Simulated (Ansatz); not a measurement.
System: rock-salt EuSe. Method: PBEsol (PAW; Ansatz, a program for electronic structure).

Run with plane-wave cutoff 520 eV, 16×16×16 k mesh, Fermi–Dirac smearing 0.05 eV, spin-polarised with parallel moments, scalar-relativistic PAW data made under PBE.

Cell (relaxed at this level):

```yaml
crystal:
  lattice:
    - [0.00000, 2.98679, 2.98679]
    - [2.98679, 0.00000, 2.98679]
    - [2.98679, 2.98679, 0.00000]
  atoms:
    - { symbol: Eu, position: [0.00000, 0.00000, 0.00000], spin: 7.0 }
    - { symbol: Se, position: [0.50000, 0.50000, 0.50000] }
```

Problem. Give the computed bulk modulus and pressure derivative B′ of the bulk modulus.

Solution. 
bulk modulus: 50.5 GPa
pressure derivative B′ of the bulk modulus: 4.5

The run finds no gap.

Measured, for comparison: bulk modulus 52 GPa (room temperature, not corrected to a static lattice; as tabulated in arXiv:1003.2039). Computed (rounded) less measured: bulk modulus -3 %.

Note: the magnetic order was assumed, not searched for or taken from measurement; the 4f shell is treated without U or exact exchange, so its levels and filling can be wrong; the volume lies 10 % below that of the published cell.

Spins in the cell block are starting values.

Spin–orbit coupling is not included; it can open a gap where bands touch, and shift volumes and moduli.

Computed values are for the static lattice.

Cost on a shared machine: around 14 core-minutes (rough).
